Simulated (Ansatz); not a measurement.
Name a neutral molecule of B, S and H with HOMO energy (PBE/def2-TZVPP) between -7.25 and -6.95 eV and LUMO energy (PBE0/def2-TZVPP) between -0.60 and -0.30 eV (Ansatz, PBE0-D4/def2-TZVP geometry).

`[BH3-][SH2+]` (-7.02 eV, -0.35 eV). Other molecules can fit too; these were computed, each in one conformer that needn't be the lowest.
